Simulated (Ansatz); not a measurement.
Geometry optimisation, Ansatz 0.2.0, UHF/def2-SVP.

input.yaml

```yaml
crystal:
  periodic: [false, false, false]
  atoms:
    - { symbol: "N", position_ang: [-1.85748, 0.17998, -1.09671] }
    - { symbol: Al, position_ang: [-0.30401, 0.16766, -0.19282] }
    - { symbol: Al, position_ang: [1.80772, -0.48205, 1.14391] }
    - { symbol: H, position_ang: [-2.80295, 0.18426, -0.71743] }
    - { symbol: H, position_ang: [-1.96375, 0.15303, -2.11015] }
    - { symbol: H, position_ang: [0.42103, 1.51519, -0.01934] }
    - { symbol: H, position_ang: [2.9498, -1.29447, 1.97272] }
magnetization:
  spin_polarized: true
  initial_magnetization: 1
basis:
  gaussian: { orbitals: def2-SVP }
hamiltonian:
  xc: hf
relax:
  f_tol: 0.02
  max_steps: 50
output:
  orbitals: {}
```

Run as:

```bash
$ ansatz run input.yaml --threads 1 --pin off --max-ram 2048MiB --backend cpu --events-out ev --progress --plain --runs-dir out
```

Task: Where does it end, and by what steps?

Result: It converged. After 15 steps the energy has fallen by 1.638 eV; H4 moved furthest, 1.31 Å.

```csv
step,energy less start (eV),largest force component (eV/Å),accepted
0,0.0000,1.150,yes
1,-0.4845,0.632,yes
2,-0.8050,0.447,yes
3,-1.0690,0.402,yes
4,-1.2070,0.354,yes
5,-1.3379,0.727,yes
6,-1.4552,0.532,yes
7,-1.5581,0.344,yes
8,-1.6226,0.154,yes
9,-1.6150,0.311,no
10,-1.6333,0.370,yes
11,-1.6367,0.092,yes
12,-1.5903,0.614,no
13,-1.6377,0.038,yes
14,-1.6377,0.033,yes
15,-1.6377,0.005,yes
```

```xyz
7
Properties=species:S:1:pos:R:3
N -1.599 0.082 -0.858
Al -0.002 0.645 -0.328
Al 1.771 -0.995 0.665
H -1.977 -0.838 -0.739
H -2.271 0.662 -1.327
H 0.336 2.163 -0.652
H 1.993 -1.295 2.218
```

Time of the run: 25 s on 1 CPU thread of a shared host.
